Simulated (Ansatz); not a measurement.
Basis-set extrapolation for dimethyl sulfoxide (`CS(C)=O`) (PBE0-D4/def2-TZVP geometry, frozen core, the Gaussian-basis code of Ansatz). Multiplicity 1, RHF reference.

```json
{"": "HF", "def2-TZVPP": "-551.658546", "def2-QZVPP": "-551.679015"}
{"": "MP2 correlation", "def2-TZVPP": "-0.778736", "def2-QZVPP": "-0.838361"}
{"": "CCSD(T) correlation", "def2-TZVPP": "-0.848539", "def2-QZVPP": "not run"}
```

Energies in hartree. Use E(X) = E(∞) + A·exp(−7.88·√X) for Hartree–Fock and E(X) = E(∞) + B·X^(−2.97) for correlation, with X = 3 and 4, and add CCSD(T) minus MP2 of the smaller set to the MP2 limit.

Problem. What is the CCSD(T) energy at the basis-set limit?

Solution. HF limit: -551.679015 + (-0.020469) × 0.13774 = -551.68183. MP2 limit: -0.838361 + (-0.059625) × 0.74074 = -0.88253. Higher-order term: -0.848539 − (-0.778736) = -0.06980. Total: -552.63416 hartree, 3.46 eV below CCSD(T)/def2-TZVPP.
